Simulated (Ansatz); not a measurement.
# AlB+ (doublet): from Hartree-Fock to the top rungs, def2-TZVPP

One table from this session's results is given with a row withheld; the runs are named, their logs left out.

Computed with Ansatz 0.2.0, Gaussian basis. Level: def2-TZVPP, core rule «outside noble gas», up to 6 orbitals frozen.

To be run: UHF; ROHF; CCSD(T) on UHF.

2 further runs of the same task are left out: 2 set aside as unsound or not needed.

## The system

The geometry is a PBE0/def2-TZVP stationary point (not a proven minimum) of the parent state, kept for this charge and spin.

2 atoms, charge 1, spin multiplicity 2.

Atoms are counted from 1 here; the program's logs count them from 0.

Bond lengths: B1–Al2 2.023 Å.

The first run:

The input, in.yaml:

```yaml
crystal:
  periodic: [false, false, false]
  atoms:
    - {symbol: B, position_ang: [0.000000, 0.000000, 0.000000]}
    - {symbol: Al, position_ang: [0.000000, 0.000000, 2.023407]}
basis:
  gaussian: {orbitals: def2-TZVPP}
total_charge: 1
magnetization: {spin_polarized: true, initial_magnetization: 1}
hamiltonian: {xc: hf}
output: {orbitals: {seedname: orbitals}}
```

Run with:

```console
$ ansatz run in.yaml --threads 1 --pin off --events-out ev --progress --plain --max-ram 4096MiB --backend cpu
```

Among the steps run: UHF; ROHF; CCSD(T) on UHF.

One table of the session follows, with a row left open; its other results are not shown here.

```
  method  from UCCSD(T) (meV)
    ROHF                    ?
    UMP2              +1399.9
   UCCSD               +259.5
UCCSD(T)                    0
```

Q: Estimate the row for ROHF from the others.

The run gave: from UCCSD(T) (meV): +3715.7. In the column «from UCCSD(T) (meV)» it is the highest.

Left out of the table: UHF (another determinant or state than the rows shown).

Caveats from the session: The determinant is far from a pure spin state, so its energy mixes those of several spin states (harmless only where they are near-degenerate, as at dissociation). Warnings: spin contamination; coupled cluster took another determinant than the lowest.
